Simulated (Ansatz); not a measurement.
`C#COCF`, charge 0, multiplicity 1.

(1) Give a relaxed structure at PBE0-D4/def2-TZVP (Ansatz). (Estimate.)

Answers

(1) Ansatz gave: 
```xyz
8

C     0.550   -1.945    0.559
C     0.633   -0.854    0.070
O     0.737    0.322   -0.462
C    -0.416    1.134   -0.283
F    -0.144    2.301   -0.889
H     0.496   -2.917    0.984
H    -1.275    0.658   -0.765
H    -0.581    1.301    0.786
```
Point group Cs.
